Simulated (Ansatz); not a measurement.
Mulliken charges of FNO$_{2}$ (`O=[N+]([O-])F`) from r2SCAN/def2-TZVPP in Ansatz (PBE0-D4/def2-TZVP geometry).

```
atom   x (Å)   y (Å)   z (Å)  charge (e)
  O1   0.188   0.470   1.120      -0.230
  N2   0.080  -0.072   0.089       0.617
  O3   0.477  -1.069  -0.377      -0.230
  F4  -0.745   0.670  -0.832      -0.157
```

By hand: the dipole of these point charges (1 e Å = 4.8032 D).

Σ q r = (0.013, -0.012, 0.015) e Å, of length 0.023 e Å = 0.11 D.

How does the dipole of the full density compare? (Best estimate.)

Ansatz gave: (0.042, -0.037, 0.047) e Å, 0.35 D; the point charges give 0.31 times that, at 1° from its direction.

Point charges leave out the atoms' own dipoles, such as those of lone pairs, and Mulliken's split depends on the basis, so the two needn't agree.
